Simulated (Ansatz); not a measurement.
# NH2O (doublet): the correlation ladder, def2-QZVPP

One table from this session's results is given with a row withheld; the runs are named, their logs left out.

Method: def2-QZVPP, core rule «outside noble gas», up to 2 orbitals frozen; program: Ansatz 0.2.0, Gaussian basis.

Plan: UHF; ROHF; CCSD(T) on UHF.

2 further runs of the same task are left out: 2 set aside as unsound or not needed.

## The system

The geometry is a PBE0/def2-TZVP stationary point (not a proven minimum).

4 atoms, charge 0, spin multiplicity 2.

Atoms are counted from 1 here; the program's logs count them from 0.

Bond lengths: N1–O2 1.354 Å, N1–H3 1.026 Å, O2–H4 0.964 Å. Angles: O2–N1–H3 101.2°, N1–O2–H4 104.4°.

As a file:

```xyz
4

N     0.0000   -0.1761    0.6983
O     0.0000    0.1508   -0.6152
H     0.0000    0.7521    1.1353
H     0.0000   -0.6981   -1.0731
```

The first run:

in.yaml reads:

```yaml
crystal:
  periodic: [false, false, false]
  atoms:
    - {symbol: N, position_ang: [0.000000, -0.176115, 0.698274]}
    - {symbol: O, position_ang: [0.000000, 0.150778, -0.615224]}
    - {symbol: H, position_ang: [0.000000, 0.752120, 1.135262]}
    - {symbol: H, position_ang: [0.000000, -0.698120, -1.073059]}
basis:
  gaussian: {orbitals: "def2-QZVPP.json"}
magnetization: {spin_polarized: true, initial_magnetization: 1}
hamiltonian: {xc: hf}
output: {orbitals: {seedname: orbitals}}
```

The run is started by

```bash
> ansatz run in.yaml --threads 1 --pin off --events-out ev --progress --plain --max-ram 2393MiB
```

Steps of the session up to this table: UHF; ROHF; CCSD(T) on UHF.

One table of the session follows, with a row left open; its other results are not shown here.

```
  method  from UCCSD(T) (meV)
    ROHF             +13395.3
     UHF             +13218.1
    UMP2               +842.7
   UCCSD                    ?
UCCSD(T)                    0
```

Estimate the missing values for UCCSD.

The run gave: from UCCSD(T) (meV): +500.7. In the column «from UCCSD(T) (meV)» it lies between UCCSD(T) (0) and UMP2 (+842.7).
